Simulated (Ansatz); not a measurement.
in.yaml

```yaml
crystal:
  periodic: [false, false, false]
  atoms:
    - {symbol: N, position_ang: [-1.114666, -0.019092, -0.029716]}
    - {symbol: H, position_ang: [-1.411946, 0.948742, -0.029716]}
    - {symbol: H, position_ang: [-1.411945, -0.421390, 0.850543]}
    - {symbol: H, position_ang: [0.022334, -0.019092, -0.029716]}
    - {symbol: B, position_ang: [1.357334, -0.019092, -0.029716]}
    - {symbol: H, position_ang: [1.866407, -0.019092, 1.047292]}
    - {symbol: H, position_ang: [1.866407, -0.019092, -1.106725]}
basis:
  gaussian: {orbitals: cc-pVDZ}
magnetization: {spin_polarized: true, initial_magnetization: 1}
correlation: {method: ccsdt_q, electrons: outside_noble_gas}
```

```sh
$ ansatz run in.yaml --threads 2 --pin off --events-out ev --progress --plain --max-ram 16896MiB --backend cuda --devices 0, --max-vram 18GiB
```

The program prints:

```
999 factors; integrals over basis functions are off by at most 2.4e-7 eV
mean field evaluation 1: about -2226.0078 eV, gradient 2.1e1 eV
mean field evaluation 2: about -2226.0478 eV, gradient 2.1e1 eV
mean field evaluation 4: about -2228.4505 eV, gradient 2.4e0 eV
mean field evaluation 8: about -2228.5274 eV, gradient 3.9e-3 eV
mean field evaluation 16: about -2228.3996 eV, gradient 2.4e0 eV
mean field evaluation 32: about -2228.4584 eV, gradient 1.1e0 eV
mean field evaluation 64: about -2227.6467 eV, gradient 4.9e-3 eV
mean field evaluation 96: about -2224.6282 eV, gradient 3.4e0 eV
mean field evaluation 128: about -2225.8076 eV, gradient 3.2e0 eV
mean field -2228.52735616 eV, -81.8968697887 hartree, gradient 1.8e-6 eV, S^2 0.770662; 5 other end points of the search recorded, 0 dependent functions left out
determinant -2228.52735616 eV, -81.8968697887 hartree, with singles and doubles -2236.78403439 eV, -82.2002971173 hartree
determinant -2227.64672399 eV, -81.8645071535 hartree, with singles and doubles -2236.10368831 eV, -82.1752948597 hartree
2 core orbitals not correlated: weight in the atoms' cores, before any rotation towards them, 1.000 or more for the frozen orbitals, at most 0.000 for the correlated occupied ones
reference -2228.52735616 eV, -81.8968697887 hartree; 7, 6 occupied and 44, 45 virtual orbitals, 999 factors
second order -7.24856599 eV of doubles, -0.00000000 eV of singles
cycle   1  -7.93276411 eV  change   -6.8e-1 eV  update   7.2e-2
...
cycle  18  -8.46571844 eV  change   -6.1e-7 eV  update   2.2e-5
cycle  19  -8.46572023 eV  change   -1.8e-6 eV  update   1.4e-5
cycle  20  -8.46572626 eV  change   -6.0e-6 eV  update   8.3e-6
cycle  21  -8.46572846 eV  change   -2.2e-6 eV  update   5.1e-6
cycle  22  -8.46572865 eV  change   -1.9e-7 eV  update   3.8e-6
cycle  23  -8.46572841 eV  change    2.5e-7 eV  update   3.1e-6
cycle  24  -8.46572868 eV  change   -2.8e-7 eV  update   2.5e-6
cycle  25  -8.46572930 eV  change   -6.2e-7 eV  update   2.0e-6
cycle  26  -8.46573009 eV  change   -7.9e-7 eV  update   1.7e-6
cycle  27  -8.46573068 eV  change   -5.9e-7 eV  update   1.3e-6
perturbative correction -0.01353586 eV, -0.0004974337 hartree
Total energy: -2237.00662270 eV, -82.2084770868 hartree
```

Ran on 2 threads of AMD EPYC 7R13 with a shared H100 80 GB, shared host: 10 s wall, 0.88 GiB peak host memory.
